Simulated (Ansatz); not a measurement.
Geometry optimisation, Ansatz 0.2.0, RKS B3LYP-D4/def2-SVP.

Input file:

```yaml
crystal:
  periodic: [false, false, false]
  atoms:
    - { symbol: C, position_ang: [-0.8326, -0.2081, -0.7537] }
    - { symbol: O, position_ang: [0.2154, 0.7192, -0.5426] }
    - { symbol: C, position_ang: [0.9985, 0.5352, 0.5111] }
    - { symbol: "N", position_ang: [0.9834, -0.3921, 1.3941] }
    - { symbol: F, position_ang: [2.0458, 1.3842, 0.6672] }
    - { symbol: H, position_ang: [-1.4003, 0.1812, -1.6714] }
    - { symbol: H, position_ang: [-0.4954, -1.1822, -0.9204] }
    - { symbol: H, position_ang: [-1.5448, -0.1005, 0.0654] }
    - { symbol: H, position_ang: [0.1185, -0.9833, 1.2332] }
basis:
  gaussian: { orbitals: def2-SVP }
hamiltonian:
  xc: b3lyp
  dispersion: d4
relax:
  f_tol: 0.02
  max_steps: 50
output:
  orbitals: {}
```

Command:

```bash
$ ansatz run input.yaml --threads 2 --pin off --max-ram 3072MiB --backend cpu --events-out ev --progress --plain --runs-dir out
```

Question: Where does it end, and by what steps?

Answer: The run converged. After 6 steps the energy has fallen by 0.430 eV; F5 moved furthest, 0.14 Å.

```csv
step,energy less start (eV),largest force component (eV/Å),accepted
0,0.0000,3.198,yes
1,-0.3323,2.008,yes
2,-0.3971,0.953,yes
3,-0.4054,0.833,yes
4,-0.4296,0.066,yes
5,-0.4299,0.024,yes
6,-0.4300,0.004,yes
```

```xyz
9
Properties=species:S:1:pos:R:3
C -0.848 -0.142 -0.770
O 0.247 0.728 -0.537
C 1.008 0.485 0.536
N 0.954 -0.397 1.428
F 1.961 1.403 0.561
H -1.340 0.216 -1.683
H -0.506 -1.180 -0.923
H -1.566 -0.113 0.067
H 0.179 -1.046 1.304
```

Run time: 12 s on 2 threads of Intel(R) Xeon(R) Platinum 8488C (Sapphire Rapids) (shared host), peak memory 0.19 GiB.
